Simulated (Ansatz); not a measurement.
Mulliken charges of C2H3ClOS (`O/C=C(/S)Cl`) from PBE/def2-TZVPP in Ansatz (PBE0-D4/def2-TZVP geometry).

```json
{"atom": "O1", "x (Å)": "-0.416", "y (Å)": "0.803", "z (Å)": "1.704", "charge (e)": "-0.223"}
{"atom": "C2", "x (Å)": "0.262", "y (Å)": "0.049", "z (Å)": "0.839", "charge (e)": "0.058"}
{"atom": "C3", "x (Å)": "0.082", "y (Å)": "0.015", "z (Å)": "-0.486", "charge (e)": "0.004"}
{"atom": "S4", "x (Å)": "1.129", "y (Å)": "-0.876", "z (Å)": "-1.546", "charge (e)": "-0.138"}
{"atom": "Cl5", "x (Å)": "-1.171", "y (Å)": "1.028", "z (Å)": "-1.158", "charge (e)": "-0.114"}
{"atom": "H6", "x (Å)": "-1.067", "y (Å)": "1.323", "z (Å)": "1.209", "charge (e)": "0.193"}
{"atom": "H7", "x (Å)": "1.022", "y (Å)": "-0.568", "z (Å)": "1.302", "charge (e)": "0.112"}
{"atom": "H8", "x (Å)": "0.252", "y (Å)": "-1.830", "z (Å)": "-1.920", "charge (e)": "0.107"}
```

Problem. By hand: the dipole of these point charges (1 e Å = 4.8032 D).

Solution. Σ q r = (0.021, -0.177, 0.186) e Å, of length 0.258 e Å = 1.24 D.

Problem. How does the dipole of the full density compare? (Best estimate.)

Solution. Ansatz gave: (-0.105, -0.095, 0.071) e Å, 0.76 D; the point charges give 1.63 times that, at 47° from its direction.

Point charges leave out the atoms' own dipoles, such as those of lone pairs, and Mulliken's split depends on the basis, so the two needn't agree.
